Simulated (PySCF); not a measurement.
**2 CF₃ → CF₂ + CF₄**

Level: PBE0 in the def2-TZVP basis family, all electrons, no relativity, computed in PySCF with density fitting; open shells unrestricted.

```
species                                state and structure  ZPE (kJ/mol)  H(298 K) − H(0) (kJ/mol)  S° (J/(mol K))
    CF₃  doublet, C3v, C–F 1.313 Å (×3); F–C–F 111.4° (×3)          32.4                      11.5           264.3
    CF₂       singlet, C2v, C–F 1.296 Å (×2); F–C–F 104.8°          18.6                      10.3           240.6
    CF₄                      singlet, Td, C–F 1.318 Å (×4)          45.4                      12.7           261.2
```

Question: Is the gas-phase reaction uphill or downhill in electronic energy at this level, and by how much?

Answer: At PBE0/def2-TZVP, ΔE = -149.0 kJ/mol, downhill. The bond broken in CF₃ is weaker than the one that a second molecule gains.

Question: Add zero-point, thermal and entropy terms for 298.15 K and 1 bar.

Answer: ΔZPE = -0.8 and Δ[H(298) − H(0)] = 0.0 kJ/mol give ΔH° = -149.8 kJ/mol. ΔS° = -26.8 J/(mol K), so ΔG° = -149.8 − 298.15 × (-0.0268) = -142 kJ/mol and log₁₀K = 24.8.

Each species is the lowest minimum found with this bonding; other isomers or fragments can lie lower.
